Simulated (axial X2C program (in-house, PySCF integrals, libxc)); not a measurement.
## NaSi⁻: cheaper levels and CCSD(T), 2c

Computed with an in-house all-electron X2C program for linear molecules (integrals from PySCF). Two-component (2c) means X2C with spin–orbit coupling and atomic mean-field two-electron Coulomb and Gaunt terms. Basis: Si dyall-av3z [9s8p3d2f], Na dyall-av3z [10s9p5d2f] (cores contracted in-house); Gaussian nuclei, density fitting, unrestricted open shells. Masses: Si 27.977 u, Na 22.990 u.

State: Ω = 1 (⟨Sz⟩ = 1.00, ⟨Lz⟩ = 0.00 at HF); fragments Si- + Na.

```json
{"level": "PBE0", "Re (Å)": "2.891", "ωe (cm⁻¹)": "192.0", "De (eV)": "1.01"}
{"level": "HF", "Re (Å)": "2.993", "ωe (cm⁻¹)": "174.6", "De (eV)": "0.814"}
{"level": "CCSD", "Re (Å)": "2.922", "ωe (cm⁻¹)": "188.2", "De (eV)": "0.928"}
{"level": "M06", "Re (Å)": "2.852", "ωe (cm⁻¹)": "192.8", "De (eV)": "1.09"}
```

Correlated methods: 14 electrons correlated (number of frozen shells: Si 2 s, 1 p; Na 1 s), 240 virtual spin orbitals or spinors in MP2, 90 natural virtuals in coupled cluster.

CCSD(T), same Hamiltonian and basis:

Re = 2.914 Å, ωe = 189.8 cm⁻¹, De = 0.91 eV; T1 = 0.020 (Lee–Taylor normalisation).

**Question.** Give the differences from CCSD(T) in the columns below.

**Answer.** 

```json
{"level": "PBE0", "ΔRe (Å)": "-0.023", "Δωe (cm⁻¹)": "2.2", "ΔDe (eV)": "0.10"}
{"level": "HF", "ΔRe (Å)": "0.079", "Δωe (cm⁻¹)": "-15.2", "ΔDe (eV)": "-0.10"}
{"level": "CCSD", "ΔRe (Å)": "0.008", "Δωe (cm⁻¹)": "-1.6", "ΔDe (eV)": "0.02"}
{"level": "M06", "ΔRe (Å)": "-0.062", "Δωe (cm⁻¹)": "3.0", "ΔDe (eV)": "0.18"}
```

The state is one determinant whose occupation by symmetry is held fixed; it was picked as the lowest of a PBE0 search that is not exhaustive. De is counted from the lowest determinant-based energies of the atoms at the same level, without counterpoise correction. Density functionals use the spin component along the axis (collinear). Coupled cluster ran in a truncated set of natural virtual spinors; the MP2 energy of the rest was added. (T) has no such correction and the atoms are truncated less, which lowers De at CCSD(T) by a hundredth of an eV or more. PBE0 can misorder states that lie within some tenths of an eV, so this need not be the ground state of the molecule. The nearest other 2c determinant of the search, Ω = 2, lies 0.25 eV up at the distance of the search. Without a current term, density functionals place determinants with orbital angular momentum somewhat too high. With several unpaired electrons one determinant need not be a pure state. Open-shell Ω = 0 determinants with evenly filled partner blocks cannot be reached by this program, so the Ω shown need not be the lowest component. This is the Ω = 1 component of a π² triplet; the 0⁺ component is not one determinant and can lie lowest. Some points did not converge and are left out. The highest occupied level of some functionals is positive through self-interaction error; at Hartree–Fock it is bound. The determinant is spin-polarised beyond a pure state at some levels (its spin-free form has ⟨S²⟩ too high), which makes Re and μ there less reliable. Hartree–Fock gets electron affinities wrong, so its lowest charge split need not be the true one.
